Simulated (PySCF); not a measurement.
# C₃H₇OP: fields and orbitals

For C₃H₇OP, the scripts below compute its lowest excited states, see where an electron leaves and enters and analyse its density (charges, bond critical points, surface potential).

Program: PySCF 2.14.0. Level of theory: levels as typed in each script, gas phase, geometry from GFN2-xTB. These are calculated values, not measurements.

### Step 1. The system as given

SMILES `CPC(C)=O`, 12 atoms, charge 0, spin multiplicity 1.

Bond lengths: C1–P2 1.856 Å, C1–H6 1.088 Å, C1–H7 1.088 Å, C1–H8 1.088 Å, P2–C3 1.859 Å, P2–H9 1.395 Å, C3–C4 1.503 Å, C3–O5 1.204 Å, C4–H10 1.089 Å, C4–H11 1.088 Å, C4–H12 1.089 Å. Angles: P2–C1–H6 109.5°, P2–C1–H7 107.7°, P2–C1–H8 111.8°, H6–C1–H7 108.3°, H6–C1–H8 110.0°, H7–C1–H8 109.4°, C1–P2–C3 99.0°, C1–P2–H9 96.7°, C3–P2–H9 93.4°, P2–C3–C4 115.7°, P2–C3–O5 120.2°, C4–C3–O5 124.1°, C3–C4–H10 109.0°, C3–C4–H11 110.3°, C3–C4–H12 109.7°, H10–C4–H11 108.8°, H10–C4–H12 108.4°, H11–C4–H12 110.5°.

Geometry (Å):

```xyz
12
C3H7OP
C    -1.78212    0.66358    0.49680
P    -0.83995   -0.60731   -0.47387
C     0.88678   -0.13886    0.03020
C     1.28124    1.28533   -0.24389
O     1.63297   -0.97096    0.47734
H    -1.73092    1.62330   -0.01374
H    -2.82352    0.35040    0.53003
H    -1.40169    0.76163    1.51159
H    -0.92752   -1.63051    0.47010
H     0.87105    1.92442    0.53723
H     2.36442    1.38379   -0.24471
H     0.86824    1.60394   -1.19979
```

### Step 2. Excited states (PBE0/def2-svp)

File input.py:

```python
import numpy as np
from pyscf import gto, scf, dft, tdscf
from pyscf.scf import atom_ks, atom_hf
from scipy.linalg import block_diag

def solve(mol, dm0=None, hcore=None):
    mf = (dft.UKS if mol.spin else dft.RKS)(mol, xc='pbe0')
    mf.grids.level = 3
    mf = mf.density_fit(auxbasis='def2-universal-jkfit')
    mf.conv_tol, mf.max_cycle = 1e-8, 80
    if hcore is not None:
        mf.get_hcore = lambda *args: hcore
    mf.kernel(dm0)
    if not mf.converged:
        mf = mf.newton().run(mf.mo_coeff, mf.mo_occ, max_cycle=30)
    assert mf.converged, 'SCF not converged'
    return mf

mol = gto.M(atom='''
C     -1.78212     0.66358     0.49680
P     -0.83995    -0.60731    -0.47387
C      0.88678    -0.13886     0.03020
C      1.28124     1.28533    -0.24389
O      1.63297    -0.97096     0.47734
H     -1.73092     1.62330    -0.01374
H     -2.82352     0.35040     0.53003
H     -1.40169     0.76163     1.51159
H     -0.92752    -1.63051     0.47010
H      0.87105     1.92442     0.53723
H      2.36442     1.38379    -0.24471
H      0.86824     1.60394    -1.19979
''', basis='def2-svp', charge=0, spin=0, verbose=4)
mf = solve(mol)
td = mf.TDA()
td.nstates, td.singlet, td.conv_tol = 5, True, 1e-5
td.kernel()
td.analyze()
x, y = np.array([p[0] for p in td.xy]), np.array([p[1] + 0 * p[0] for p in td.xy])
f, mu = td.oscillator_strength(), td.transition_dipole()
nto = [td.get_nto(state=i + 1, verbose=4) for i in range(len(td.e))]
# spherically averaged free atoms, for the promolecule
atm = atom_ks.get_atm_nrks(mol, xc='pbe0')
pro = block_diag(*[(atm[a[0]][2] * atm[a[0]][3]) @ atm[a[0]][2].T for a in mol._atom])
np.savez('result.npz', e=td.e, f=f, ok=td.converged, w=[n[0] for n in nto], nto=[n[1] for n in nto], x=x, y=y, c=mf.mo_coeff, occ=mf.mo_occ, eps=mf.mo_energy, pro=pro, mu=mu)
```

On the command line:

```sh
$ OMP_NUM_THREADS=1 python input.py
```

### Step 4. Removing and adding an electron (r2SCAN/def2-svpd)

File input.py:

```python
import numpy as np
from pyscf import gto, scf, dft
from pyscf.scf import atom_ks, atom_hf
from scipy.linalg import block_diag

def solve(mol, dm0=None, hcore=None):
    mf = (dft.UKS if mol.spin else dft.RKS)(mol, xc='r2scan')
    mf.grids.level = 3
    mf = mf.density_fit(auxbasis='def2-universal-jkfit')
    mf.conv_tol, mf.max_cycle = 1e-8, 80
    if hcore is not None:
        mf.get_hcore = lambda *args: hcore
    mf.kernel(dm0)
    if not mf.converged:
        mf = mf.newton().run(mf.mo_coeff, mf.mo_occ, max_cycle=30)
    assert mf.converged, 'SCF not converged'
    return mf

mol = gto.M(atom='''
C     -1.78212     0.66358     0.49680
P     -0.83995    -0.60731    -0.47387
C      0.88678    -0.13886     0.03020
C      1.28124     1.28533    -0.24389
O      1.63297    -0.97096     0.47734
H     -1.73092     1.62330    -0.01374
H     -2.82352     0.35040     0.53003
H     -1.40169     0.76163     1.51159
H     -0.92752    -1.63051     0.47010
H      0.87105     1.92442     0.53723
H      2.36442     1.38379    -0.24471
H      0.86824     1.60394    -1.19979
''', basis='def2-svpd', charge=0, spin=0, verbose=4)
mf = solve(mol)
out = dict(e0=mf.e_tot, dm0=mf.make_rdm1(), c=mf.mo_coeff, occ=mf.mo_occ, eps=mf.mo_energy)
for name, dq, spin in [('cation', 1, 1), ('anion', -1, 1)]:
    ion = mol.copy().set(charge=mol.charge + dq, spin=spin).build()
    mi = solve(ion)
    if spin and dq > 0 and mol.nao < 130:
        c, _, stable, _ = mi.stability(return_status=True)
        if not stable:
            mi = solve(ion, mi.make_rdm1(c, mi.mo_occ))
    print(name, 'vertical energy change / eV', (mi.e_tot - mf.e_tot) * 27.211386)
    out.update({'e_' + name: mi.e_tot, 'dm_' + name: mi.make_rdm1(), 's2_' + name: mi.spin_square()[0], 'eps_' + name: mi.mo_energy, 'occ_' + name: mi.mo_occ})
# spherically averaged free atoms, for the promolecule
atm = atom_ks.get_atm_nrks(mol, xc='r2scan')
pro = block_diag(*[(atm[a[0]][2] * atm[a[0]][3]) @ atm[a[0]][2].T for a in mol._atom])
np.savez('result.npz', pro=pro, **out)
```

### Step 6. Density, bond paths and surface potential (HF/def2-svpd)

File input.py:

```python
import numpy as np
from pyscf import gto, scf, dft
from pyscf.scf import atom_ks, atom_hf
from scipy.linalg import block_diag

def solve(mol, dm0=None, hcore=None):
    mf = scf.UHF(mol) if mol.spin else scf.RHF(mol)
    mf = mf.density_fit(auxbasis='def2-universal-jkfit')
    mf.conv_tol, mf.max_cycle = 1e-8, 80
    if hcore is not None:
        mf.get_hcore = lambda *args: hcore
    mf.kernel(dm0)
    if not mf.converged:
        mf = mf.newton().run(mf.mo_coeff, mf.mo_occ, max_cycle=30)
    assert mf.converged, 'SCF not converged'
    return mf

mol = gto.M(atom='''
C     -1.78212     0.66358     0.49680
P     -0.83995    -0.60731    -0.47387
C      0.88678    -0.13886     0.03020
C      1.28124     1.28533    -0.24389
O      1.63297    -0.97096     0.47734
H     -1.73092     1.62330    -0.01374
H     -2.82352     0.35040     0.53003
H     -1.40169     0.76163     1.51159
H     -0.92752    -1.63051     0.47010
H      0.87105     1.92442     0.53723
H      2.36442     1.38379    -0.24471
H      0.86824     1.60394    -1.19979
''', basis='def2-svpd', charge=0, spin=0, verbose=4)
mf = solve(mol)
mf.analyze()
# spherically averaged free atoms, for the promolecule
atm = scf.atom_hf.get_atm_nrhf(mol)
pro = block_diag(*[(atm[a[0]][2] * atm[a[0]][3]) @ atm[a[0]][2].T for a in mol._atom])
np.savez('result.npz', e=mf.e_tot, c=mf.mo_coeff, occ=mf.mo_occ, eps=mf.mo_energy, pro=pro, dip=mf.dip_moment(verbose=0), s2=mf.spin_square()[0])
```

(Steps that only read results are left out.)

**Question.** What will these runs give? Wanted: lowest singlet excitation; vertical ionisation energy; dipole moment; HOMO, LUMO.

**Answer**, as computed:

| quantity | value |
| --- | --- |
| lowest singlet excitation (PBE0/def2-svp) | 3.98 eV |
| vertical ionisation energy (r2SCAN/def2-svpd) | 8.61 eV |
| dipole moment (HF/def2-svpd) | 3.48 D |
| HOMO, LUMO (HF/def2-svpd) | -9.78, 2.37 eV |

In words: The ionisation energy from two SCF runs, 8.61 eV, lies 2.9 eV above −ε(HOMO) = 5.67 eV of the same level, r2SCAN/def2-svpd, since self-interaction lifts this functional's HOMO. At HF/def2-svpd: The highest Hirshfeld charge is on C3 (+0.14 e), the lowest on O5 (−0.32 e). All values hold at the given geometry, in the gas phase.
